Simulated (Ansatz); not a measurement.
# Worked example: correlation energy of PH⁻, quartet

Geometry: that of the PH, triplet, kept fixed. The doublet lies 1.6 eV lower here.

```xyz
2

P     0.0000    0.0000    0.0000
H     0.0000    0.0000    1.4282
```

Basis aug-cc-pVDZ; Ansatz 0.2.0. Only valence electrons are correlated (noble-gas cores frozen), which leaves 7 electrons in 31 orbitals. Prefix R: restricted or restricted open-shell reference; prefix U: unrestricted. This anion state lies near or above the neutral species, so the extra electron is weakly bound or unbound and the energies hang on the diffuse functions.

Full CI isn't at hand for all of this; UCCSDT(Q) serves as the reference, and is uncertain by the last step of the cluster series or more.

UCCSD has a T1 diagnostic of 0.032 and a largest doubles amplitude of 0.06.

Runs differ by some tens of microhartree through their thresholds and, for an open shell, their frozen cores, so steps under 0.03 kcal/mol mean nothing.

| level | total energy (hartree) |
| --- | --- |
| UHF | -341.248560 |
| UMP2 | -341.341024 |
| UCCSD | -341.365525 |
| UCCSD(T) | -341.368814 |
| UCCSDT | -341.369583 |
| UCCSDT(Q) | -341.369734 |

Question: What is the correlation energy at UCCSDT(Q), and what share of it do UMP2 and UCCSD recover?

Answer: E(corr) = -341.369734 − (-341.248560) = -0.121174 hartree = -3.297 eV. UMP2: -0.092464 / -0.121174 = 76.31 %. UCCSD: -0.116965 / -0.121174 = 96.53 %.

Question: By how many kcal/mol does UCCSD(T) miss UCCSDT(Q) (1 hartree = 627.509 kcal/mol), and which steps make up the rest?

Answer: -341.368814 − (-341.369734) = 0.000920 hartree = 0.58 kcal/mol. Steps: UCCSDT − UCCSD(T) = -0.48, UCCSDT(Q) − UCCSDT = -0.09 kcal/mol. That is within 1 kcal/mol of the reference in this basis, which itself misses far more of the correlation at the basis-set limit.
